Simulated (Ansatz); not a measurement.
Molecule: C$_{3}$H$_{7}$O (charge -1, singlet). It need not be the lowest isomer of its formula. Whether it binds its extra electron was not tested at this geometry. SMILES: [CH2-]OCC
Coordinates optimised at B3LYP-D3(BJ)/def2-TZVP (Ansatz, a first-principles code):
```xyz
11

O      0.0451    -0.7633    -0.0003
C      0.0255     0.6240     0.0001
C      1.3988    -1.3851    -0.0046
C     -1.4189     1.1230     0.0046
H      0.5643     1.0281     0.8809
H      0.5589     1.0285    -0.8837
H      1.9175    -0.9216    -0.8828
H      1.9228    -0.9221     0.8707
H     -1.9484     0.7524    -0.8771
H     -1.9431     0.7520     0.8893
H     -1.4651     2.2178     0.0050
```
Charge -1, spin multiplicity 1.

Parts of the frozen-core correlation energy in 6-31G (Ansatz, hartree). Frozen orbitals: 4; correlated occupied orbitals by spin: 13 and 13; virtual: 33 and 33. Spin-orbit coupling is left out. Non-relativistic.

| term | value |
|---|---|
| reference (HF) | -192.30994 |
| MP2 opposite-spin | -0.30900 |
| MP2 same-spin | ___ |
| CCSD correlation | ___ |
| (T) | ___ |
| T1 diagnostic | 0.011 |
| largest doubles amplitude | 0.033 |

**Question.** Some entries are withheld; supply them.

**Answer.** 
- MP2 same-spin, value: -0.08846
- CCSD correlation, value: -0.43875
- (T), value: -0.01026
